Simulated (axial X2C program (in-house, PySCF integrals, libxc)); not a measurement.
# Photoelectron levels of SH⁻ by EOM-IP-CCSD

Computed with an in-house all-electron X2C program for linear molecules (integrals from PySCF): two-component X2C with atomic mean-field Coulomb and Gaunt terms, Gaussian nuclei, basis S dyall-av3z, H dyall-av3z with contracted cores.

R = 1.470 Å (1.090 times 1.349 Å, the PBE0 minimum at charge -1 for the lowest determinant).

Vertical detachment energies of SH⁻ to the states of SH:

| Ω of SH | vertical detachment energy (eV) | above lowest (cm⁻¹) | ionised spinor | one-hole weight |
| --- | --- | --- | --- | --- |
| 3/2 | 2.301 | 0 | 84% S pπ, 10% H pπ | 0.93 |
| 1/2 | 2.349 | 380 | 84% S pπ, 10% H pπ | 0.93 |
| 1/2 | 6.087 | 30530 | 56% S pσ, 28% H sσ, 9% S sσ | 0.93 |

**Question.** Take the first Ω = 1/2 and Ω = 3/2 rows of π character: how far apart are they, and which lies lower?

**Answer.** E(3/2) − E(1/2) = 0 − 380 = -380 cm⁻¹ at EOM-IP-CCSD: inverted, Ω = 3/2 lower. Splittings at this level can be off by ten to twenty per cent.

This point took 4.3 s on 1 thread of Arm Neoverse N1 (shared host).

Reference electrons by ω block (each with its −ω partner): 1/2: 7, 3/2: 2. 8 electrons of SH⁻ correlated (inner shells frozen), 94 natural virtual spinors (a truncated set); levels can be off by some tenths of an eV. Roots sought by Ω: (1/2: 4, 3/2: 3, 5/2: 1); rows need 60 % one-particle weight and stop where some Ω has no more roots. Missing are any skipped roots, higher Ω and states of a further excitation; these come out far too high here and may in truth be low or lowest. T1 of the reference 0.010 (Lee–Taylor). Number of frozen shells: S 2 s, 1 p; H none.
